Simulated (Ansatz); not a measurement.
Input file:

```yaml
crystal:
  periodic: [false, false, false]
  atoms:
    - {symbol: H, position_ang: [-2.646376, 0.047936, 0.000000]}
    - {symbol: H, position_ang: [-1.953376, 0.047936, 0.000000]}
    - {symbol: Si, position_ang: [0.145624, 0.047936, 0.000000]}
    - {symbol: H, position_ang: [0.542058, -1.431577, 0.000000]}
basis:
  gaussian: {orbitals: cc-pVDZ}
magnetization: {spin_polarized: false, initial_magnetization: 1}
correlation: {method: ccsdtq, electrons: outside_noble_gas}
```

```sh
$ ansatz run in.yaml --threads 2 --pin off --events-out ev --progress --plain --max-ram 16896MiB --backend cuda --devices 0, --max-vram 18GiB
```

Output:

```
572 factors; integrals over basis functions are off by at most 2.2e-7 eV
mean field evaluation 1: about -7905.5329 eV, gradient 8.3e0 eV
mean field evaluation 2: about -7905.5336 eV, gradient 8.3e0 eV
mean field evaluation 4: about -7905.9992 eV, gradient 3.5e-1 eV
mean field evaluation 8: about -7906.0003 eV, gradient 2.9e-4 eV
mean field evaluation 16: about -7905.2952 eV, gradient 4.5e0 eV
mean field evaluation 32: about -7905.7774 eV, gradient 1.5e0 eV
mean field evaluation 64: about -7905.5777 eV, gradient 2.2e-2 eV
mean field -7906.00030101 eV, -290.5401521827 hartree, gradient 1.3e-6 eV, S^2 0.750000; 6 other end points of the search recorded, 0 dependent functions left out
mean field evaluation 96: about -7906.1187 eV, gradient 7.9e-4 eV
mean field evaluation 128: about -7905.8877 eV, gradient 1.2e0 eV
determinant -7906.00030101 eV, -290.5401521827 hartree, with singles and doubles -7909.54466944 eV, -290.6704053201 hartree
determinant -7905.57796610 eV, -290.5246316611 hartree, with singles and doubles -7909.17698048 eV, -290.6568929998 hartree
determinant -7906.00030101 eV, -290.5401521827 hartree, with singles and doubles -7909.54448739 eV, -290.6703986298 hartree
determinant -7905.57796610 eV, -290.5246316611 hartree, with singles and doubles -7909.17697638 eV, -290.6568928493 hartree
5 core orbitals not correlated: weight in the atoms' cores, before any rotation towards them, 1.000 or more for the frozen orbitals, at most 0.000 for the correlated occupied ones
reference -7906.00030101 eV, -290.5401521827 hartree; 4, 3 occupied and 24, 25 virtual orbitals, 572 factors
second order -2.63488973 eV of doubles, -0.06456068 eV of singles
cycle   1  -3.29570275 eV  change   -5.9e-1 eV  update   6.6e-2
cycle   2  -3.60267159 eV  change   -3.1e-1 eV  update   2.9e-2
cycle   3  -3.61777307 eV  change   -1.5e-2 eV  update   8.5e-3
cycle   4  -3.62381975 eV  change   -6.0e-3 eV  update   3.8e-3
cycle   5  -3.62406451 eV  change   -2.4e-4 eV  update   1.4e-3
cycle   6  -3.62326388 eV  change    8.0e-4 eV  update   6.5e-4
cycle   7  -3.62337876 eV  change   -1.1e-4 eV  update   3.0e-4
cycle   8  -3.62354597 eV  change   -1.7e-4 eV  update   1.2e-4
cycle   9  -3.62352004 eV  change    2.6e-5 eV  update   5.5e-5
cycle  10  -3.62349518 eV  change    2.5e-5 eV  update   2.9e-5
cycle  11  -3.62349771 eV  change   -2.5e-6 eV  update   1.9e-5
cycle  12  -3.62350886 eV  change   -1.1e-5 eV  update   1.3e-5
cycle  13  -3.62351613 eV  change   -7.3e-6 eV  update   8.5e-6
cycle  14  -3.62350924 eV  change    6.9e-6 eV  update   5.9e-6
cycle  15  -3.62350456 eV  change    4.7e-6 eV  update   4.1e-6
cycle  16  -3.62350475 eV  change   -2.0e-7 eV  update   2.1e-6
cycle  17  -3.62350570 eV  change   -9.5e-7 eV  update   1.1e-6
cycle  18  -3.62350621 eV  change   -5.1e-7 eV  update   5.1e-7
Total energy: -7909.62380722 eV, -290.6733135799 hartree
```

For the same geometry and basis full CI lies 0.0 meV higher.

Ran on 2 threads of AMD EPYC 7R13 with a shared H100 80 GB, shared host: 9 s wall, 0.85 GiB peak host memory.
